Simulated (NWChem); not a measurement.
System: water (H2O); SMILES O

Parts of the log:

```
             Northwest Computational Chemistry Package (NWChem) 7.3.0
             --------------------------------------------------------

                             Geometry "geometry" -> ""
                             -------------------------

 Output coordinates in angstroms (scale by  1.889725989 to convert to a.u.)

  No.       Tag          Charge          X              Y              Z
 ---- ---------------- ---------- -------------- -------------- --------------
    1 O                    8.0000     0.00000000     0.00000000     0.14319400
    2 H                    1.0000     0.75768500     0.00000000    -0.46992900
    3 H                    1.0000    -0.75768500     0.00000000    -0.46992900

 Effective nuclear repulsion energy (a.u.)       9.0359679248

                              NWChem Property Module
                              ----------------------

  itol2e modified to match energy
  convergence criterion.

                                 NWChem DFT Module
                                 -----------------

 Summary of "ao basis" -> "ao basis" (spherical)
 ------------------------------------------------------------------------------
       Tag                 Description            Shells   Functions and Types
 ---------------- ------------------------------  ------  ---------------------
 O                         def2-tzvp                11       31   5s3p2d1f
 H                         def2-tzvp                 4        6   3s1p

  itol2e modified to match energy
  convergence criterion.

            General Information
            -------------------
          SCF calculation type: DFT
          Wavefunction type:  closed shell.
          No. of atoms     :     3
          No. of electrons :    10
           Alpha electrons :     5
            Beta electrons :     5
          Charge           :     0
          Spin multiplicity:     1
          Use of symmetry is: off; symmetry adaption is: off
          Maximum number of iterations: 150
          AO basis - number of functions:    43
                     number of shells:    19
          Convergence on energy requested:  1.00D-07
          Convergence on density requested:  1.00D-05
          Convergence on gradient requested:  5.00D-04

              XC Information
              --------------
                     Hartree-Fock (Exact) Exchange  1.000
                   CAM-Becke88 Exchange Functional  1.000
                      VWN V Correlation Functional  0.190 local
              Lee-Yang-Parr Correlation Functional  0.810

[...]

          -----------------------
          Electric field gradient
          -----------------------

 1 a.u. = 0.324123 10**(16) esu/cm**3  ( or statvolts/cm**2 ) = 0.97174 10**(22) v/m**2

 ------------------------------------------------------------
   Atom      X         Y         Z
 ------------------------------------------------------------
    1 O    0.00000   0.00000   0.27060
 ------------------------------------------------------------

 Electric field gradient in molecular frame (a.u.)
         XX             YY             ZZ             XY             XZ             YZ
 ------------------------------------------------------------------------------------------
       -1.581859       1.868609      -0.286750      -0.000000       0.000000       0.000000

 Principal components (a.u.) and orientation
 of principal axis w.r.t. absolute frame                      Asymmetry parameter eta
 --------------------------------------------------------------------------------------
        1.868609      -1.581859      -0.286750                       0.693087

       -0.000000       1.000000       0.000000
        1.000000       0.000000      -0.000000
        0.000000      -0.000000       1.000000

 ------------------------------------------------------------
   Atom      X         Y         Z
 ------------------------------------------------------------
    2 H    1.43182   0.00000  -0.88804
 ------------------------------------------------------------

 Electric field gradient in molecular frame (a.u.)
         XX             YY             ZZ             XY             XZ             YZ
 ------------------------------------------------------------------------------------------
       -0.212223       0.258464      -0.046241       0.000000       0.315108      -0.000000

 Principal components (a.u.) and orientation
 of principal axis w.r.t. absolute frame                      Asymmetry parameter eta
 --------------------------------------------------------------------------------------
       -0.455086       0.258464       0.196622                       0.135891

        0.792051       0.000000       0.610455
       -0.000000       1.000000      -0.000000
       -0.610455      -0.000000       0.792051

 ------------------------------------------------------------
   Atom      X         Y         Z
 ------------------------------------------------------------
    3 H   -1.43182   0.00000  -0.88804
 ------------------------------------------------------------

 Electric field gradient in molecular frame (a.u.)
         XX             YY             ZZ             XY             XZ             YZ
 ------------------------------------------------------------------------------------------
       -0.212223       0.258464      -0.046241      -0.000000      -0.315108      -0.000000

 Principal components (a.u.) and orientation
 of principal axis w.r.t. absolute frame                      Asymmetry parameter eta
 --------------------------------------------------------------------------------------
       -0.455086       0.258464       0.196622                       0.135891

        0.792051      -0.000000      -0.610455
        0.000000       1.000000      -0.000000
        0.610455       0.000000       0.792051
```

Level: CAM-B3LYP/def2-TZVP. All runs use the structure optimised with PBE-D3(BJ)/def2-SVP. NWChem prints the field gradient with the sign opposite to the second derivative of the potential.

### Question
Reconstruct the input file.

### Answer
One answer among several that fit: the input that was run:
```
start job
memory heap 200 mb stack 900 mb global 1100 mb
geometry units angstroms noautosym nocenter noautoz
  O      0.000000     0.000000     0.143194
  H      0.757685     0.000000    -0.469929
  H     -0.757685     0.000000    -0.469929
end
basis spherical
  O library def2-tzvp
  H library def2-tzvp
end
dft
  xc xcamb88 1.00 lyp 0.81 vwn_5 0.19 hfexch 1.00
  cam 0.33 cam_alpha 0.19 cam_beta 0.46
  iterations 150
end
property
  efieldgrad
end
task dft property
```
